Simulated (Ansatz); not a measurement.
Relaxation of CH7AlS (10 atoms, charge 0, multiplicity 1), to a largest force component of 0.03 eV/Å in at most 50 steps.

These are results of Ansatz 0.2.0, UKS PBE-D4/6-31G, not measurements.

```xyz
10
Properties=species:S:1:pos:R:3:forces:R:3
Al -1.223 0.298 -1.175 -0.10 -0.08 0.06
S 0.649 1.454 -1.707 0.06 0.23 -0.27
H -1.354 -1.119 -1.924 0.00 0.02 0.02
H -2.275 0.972 -0.156 0.01 -0.01 -0.02
H 1.053 -0.113 0.413 0.20 0.18 -0.13
C 0.752 -0.835 1.170 -0.13 -0.42 0.35
H 0.431 2.588 -0.933 0.00 0.00 0.00
H 1.479 -0.816 1.999 -0.04 0.00 -0.04
H 0.731 -1.849 0.734 -0.01 0.09 0.04
H -0.243 -0.581 1.580 0.02 -0.02 -0.01
```

Q: Where does it end, and by what steps?

A: The run converged. Limits of this set-up: no polarisation functions. After 7 steps the energy has fallen by 0.083 eV; H7 moved furthest, 0.53 Å.

| step | energy less start (eV) | largest force component (eV/Å) | accepted |
| --- | --- | --- | --- |
| 0 | 0.0000 | 0.421 | yes |
| 1 | -0.0521 | 0.107 | yes |
| 2 | -0.0636 | 0.231 | yes |
| 3 | -0.0805 | 0.069 | yes |
| 4 | -0.0824 | 0.070 | yes |
| 5 | -0.0814 | 0.146 | no |
| 6 | -0.0830 | 0.031 | yes |
| 7 | -0.0832 | 0.025 | yes |

```xyz
10
Properties=species:S:1:pos:R:3
Al -1.077 0.324 -1.087
S 0.488 1.690 -2.013
H -1.112 -1.153 -1.713
H -2.079 0.957 0.004
H 1.289 -0.196 0.633
C 0.714 -0.933 1.216
H 0.187 2.854 -1.316
H 1.280 -1.175 2.129
H 0.571 -1.851 0.626
H -0.262 -0.517 1.521
```

Run time: 26 s on 1 thread of Arm Neoverse V2, with other jobs on the host, peak memory 0.15 GiB.
